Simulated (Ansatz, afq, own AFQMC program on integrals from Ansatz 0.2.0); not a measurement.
AFQMC on a folder of integrals that Ansatz 0.2.0 wrote.

```yaml
crystal:
  periodic: [false, false, false]
  atoms:
    - {symbol: N, position_ang: [0.000000, 0.000000, 0.660040]}
    - {symbol: C, position_ang: [0.000000, 0.000000, -0.576764]}
    - {symbol: H, position_ang: [0.000000, -0.937350, -1.149693]}
    - {symbol: H, position_ang: [0.000000, 0.937349, -1.149693]}
basis:
  gaussian: {orbitals: cc-pVTZ}
magnetization: {spin_polarized: false, initial_magnetization: 1}
correlation: {method: ccsd_t, electrons: outside_noble_gas, hamiltonian_folder: ham}
```

```sh
$ ansatz run in.yaml --threads 1 --pin off --events-out ev --progress --plain --max-ram 24576MiB --backend cuda --devices 0, --max-vram 18GiB
```

afq runs on the folder ham with

```
--method phaseless --trial cisd --walkers 600 --populations 10 --least-time 60 --time-step 0.005 --steps-per-block 50 --equilibration-blocks 28 --max-blocks 4000 --target-error 0.0002 --factor-cut 1e-05 --start spin_pure --seed 9004 --release-times 0.24,0.51,0.99,1.62,2.4 --release-step 0.03 --release-every 3 --taylor-order 6
```

Times are imaginary, in 1/Eh. The walk had a cap of 218 s. With eight or more populations the least sampling time is a fifth of least-time, and the error comes from their spread.

Output of the walk:

```
orbitals 86  electrons 6 5  factors 506 of 506
reference energy -93.45576911 Eh
CCSD correlation -0.35217331 Eh in 12 cycles, weight of the determinant in the CISD state 0.8750
energy of the start -93.807949 Eh
 block  time / (1/Eh)  mean weight  energy / Eh
     1     0.250  0.9995  -93.805820
     2     0.500  1.0003  -93.810967
     3     0.750  1.0006  -93.814327
     4     1.000  1.0014  -93.815697
     5     1.250  1.0002  -93.819797
    10     2.500  1.0011  -93.821309
    55    13.750  0.9994  -93.823489
   100    25.000  1.0006  -93.826877
   145    36.250  0.9997  -93.822935
   190    47.500  0.9993  -93.821703
   235    58.750  0.9997  -93.823197
   271    67.750  0.9997  -93.818242
   280    70.000  0.9996  -93.824401
   325    81.250  0.9997  -93.826615
   334    83.500  1.0002  -93.828950
   370    92.500  1.0003  -93.822469
   397    99.250  0.9997  -93.819115
error from the spread of 10 populations
released: time / (1/Eh)  energy / Eh  error  mean overlap
  0.24  -93.824223  0.000201  0.9966
  0.51  -93.824498  0.000174  0.9922
  0.99  -93.806730  0.017623  0.9836
  1.62  -93.824785  0.000187  0.9738
  2.40  -93.824613  0.000388  0.9643
energy -93.823853 +/- 0.000262 Eh
(rows thinned)
```

The run passed its tests (sampling time, drift between the halves within three errors, error under three times the target), which doesn't prove that it has relaxed, ending at its cap on processor time.

Against this walk (error 7.1 meV) on the same determinant: CCSD(T) 22.5 meV higher. The error is statistical and leaves out the bias of the constraint. None of these is a sure reference here. The released energies have errors that jump between times, so the bars are unsure (meV from the phaseless value at times in 1/Eh: -10 ± 5 at 0.24, -18 ± 5 at 0.51, 466 ± 480 at 0.99, -25 ± 5 at 1.62, -21 ± 11 at 2.40), so they give no level.

Cautions: constraint bias not in the error; error above the target (7.1 against 5.4 meV); higher spins were not checked; a spin-contaminated unrestricted determinant lies lower (UHF 275 meV lower, ⟨S²⟩ 0.93).

The walk took 3.6 min on 1 × NVIDIA H100 80GB HBM3 with 2 threads of AMD EPYC 7R13 Processor (Zen 3) (shared host) (the card was shared). The log's last line is the phaseless energy.

A walk keeps the symmetry of its determinant, which the program's search chose and which needn't be the lowest solution, so a lower state of the same spin and another symmetry isn't excluded.
